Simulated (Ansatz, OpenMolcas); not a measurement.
**Computed against measured: dipole moment**

8 molecules with nitrogen; the dipole moment in D, computed less measured. Shapes, held fixed at every level: PBE0-D4/def2-TZVP. No vibrational averaging. Dipoles are compared by magnitude; molecules under 1 D, whose direction can flip, are left out. Programs: Ansatz 0.2.0, OpenMolcas 26.06. Measured values: NIST CCCBDB.

Levels: A = PBE-D4/def2-TZVPP; B = r2SCAN-D4/def2-TZVPP; C = B3LYP/6-31G* (Cartesian functions).

```tsv
molecule	measured	A	B	C
NS (Mononitrogen monosulfide)	1.81	+0.02	-0.01	-0.08
HCN (SMILES C#N)	2.98	-0.06	+0.04	-0.08
HNC (hydrogen isocyanide)	3.05	+0.09	+0.09	-0.08
CH2N2 (cyanamide)	4.32	+0.28	+0.39	+0.21
CH3N (methanimine)	2.00	-0.11	-0.04	-0.05
C2H3N (acetonitrile)	3.92	+0.02	+0.13	-0.13
C2H5N (N-methylmethanimine)	1.53	-0.17	-0.10	-0.12
C2H7N (dimethylamine)	1.03	-0.16	-0.13	-0.04
```

Question: Which level does best on this set, which worst, and which err to one side?

Answer: 
```json
{"level": "PBE-D4/def2-TZVPP", "kind": "GGA", "mean error": "-0.011", "mean absolute error": "0.114", "worst case": "CH2N2"}
{"level": "r2SCAN-D4/def2-TZVPP", "kind": "meta-GGA", "mean error": "+0.046", "mean absolute error": "0.116", "worst case": "CH2N2"}
{"level": "B3LYP/6-31G* (Cartesian functions)", "kind": "global hybrid", "mean error": "-0.046", "mean absolute error": "0.099", "worst case": "CH2N2"}
```

On this set B3LYP/6-31G* (Cartesian functions) has the smallest mean absolute error and r2SCAN-D4/def2-TZVPP the largest. Without CH2N2 the largest would be that of PBE-D4/def2-TZVPP. B3LYP/6-31G* (Cartesian functions) is too low in 7 of 8. The smallest two are near a tie. The largest two are near a tie. Open shells run unrestricted. The set is small.
